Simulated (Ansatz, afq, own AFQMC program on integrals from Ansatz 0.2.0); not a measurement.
## Breaking Si2–O3 in CH4OSi, singlet

```xyz
7

C    -0.6241    0.4711   -0.2789
Si    1.2121    0.1475   -0.7294
O     1.5901   -0.9994    0.4301
H    -1.2128   -0.4619   -0.3601
H    -1.0965    1.2241   -0.9292
H    -0.7141    0.8222    0.7661
H     0.9067   -1.2716    1.0557
```

Products: CH$_{3}$Si (doublet; CH3–Si) and HO (doublet), each relaxed with PBE0/def2-SVP like the molecule; electronic energies without zero-point terms. Determinants: RHF, UHF and UHF in that order.

Basis def2-TZVP. Only valence electrons are correlated. Ansatz 0.2.0 and our own AFQMC program on the same integrals; the CISD trial comes from CCSD amplitudes, and released means the phaseless constraint is let go. Uncertainties: one standard error, sampling alone. The errors of all members are added in quadrature.

No full CI on the walks' own integrals is used here. The released AFQMC energy serves as the reference, which it does only where one determinant dominates, the energy is flat over the last release times and near the phaseless one (40 meV or 2 meV an electron, half that with transition metals). On small molecules, where full CI could be run and the noise was under 10 meV, such values lay within 10 meV of it in 19 cases of 20, a flattering rate, since the rule was set on those same cases; what remains of the bias isn't in the error bar. Each member takes its own surest rung, up to full CI.

The best estimate is CCSD(T) at the basis-set limit (CBS: def2-TZVPP and def2-QZVPP, with their diffuse functions for anions and beside diffuse sets, CCSD(T) itself extrapolated) plus the step from CCSD(T) to AFQMC with the constraint released in def2-TZVP. Rows without CBS are in def2-TZVP; B2PLYP and the wave-function rows carry a basis error of their own. Core correlation and relativity beyond core potentials are missing, and ± holds the sampling alone.

Cautions: CH₄OSi (singlet): restricted determinant unstable towards unrestricted (UHF 18 meV lower, ⟨S²⟩ 0.17), the released value is read at 0.99 1/Eh, later times being too noisy (meV from the phaseless value at times in 1/Eh: -3 ± 6 at 0.24, -19 ± 9 at 0.51, -5 ± 9 at 0.99, -25 ± 16 at 1.50); CH₃Si (doublet): the released energies are still falling, so no released level is given (meV from the phaseless value at times in 1/Eh: -6 ± 4 at 0.24, -14 ± 3 at 0.51, -15 ± 4 at 0.99, -21 ± 5 at 1.62, -24 ± 6 at 2.40), though the last usable value meets CCSDT(Q) within the noise, its ph-AFQMC/CISD value lies 20 ± 5 meV above CCSDT(Q).

Best estimate: 5.459 ± 0.009 eV.

| level | bond energy (eV) | error against the best estimate (eV) |
| --- | --- | --- |
| HF | 3.782 | -1.677 ± 0.009 |
| MP2 | 5.633 | 0.175 ± 0.009 |
| CCSD | 5.139 | -0.320 ± 0.009 |
| CCSD(T) | 5.273 | -0.186 ± 0.009 |
| ph-AFQMC/CISD | 5.296 ± 0.008 | -0.163 ± 0.012 |
| HF/CBS | 3.798 | -1.661 ± 0.009 |
| MP2/CBS | 5.825 | 0.367 ± 0.009 |
| CCSD(T)/CBS | 5.458 | -0.001 ± 0.009 |
| PBE | 5.376 | -0.082 ± 0.009 |
| r2SCAN | 5.241 | -0.217 ± 0.009 |
| PBE0 | 5.198 | -0.261 ± 0.009 |
| B3LYP | 5.192 | -0.267 ± 0.009 |
| wB97M-V | 5.488 | 0.030 ± 0.009 |
| B2PLYP | 5.315 | -0.144 ± 0.009 |
| surest rungs in def2-TZVP | 5.273 ± 0.009 | -0.185 |

Correlation beyond CCSD(T) changes it by less than twice the noise. Going to the basis-set limit adds 0.185 eV at CCSD(T). The perturbative (T) step is worth +0.134 eV. The functionals spread over 0.296 eV; wB97M-V and PBE come nearest and B3LYP is 0.267 eV too low.

Best estimates are given only where the step beyond CCSD(T) is under 0.3 eV and no member's determinant is very poor (T1 over 0.05, or 0.07 for open shells, ⟨S²⟩ too high by 0.3, two states mixed), so the hardest cases are missing from such tables.

The functionals ran in a triple-zeta set and keep a basis error of their own, a few kJ/mol for each bond in atomization energies and more for double hybrids, so close places among them and the extrapolated levels can swap.

Each member of a difference takes its own highest rung, so a best estimate needn't equal the limit plus the step of one row. Released energies are given only where the last usable release times agree within the noise; a slower fall can still hide under it.
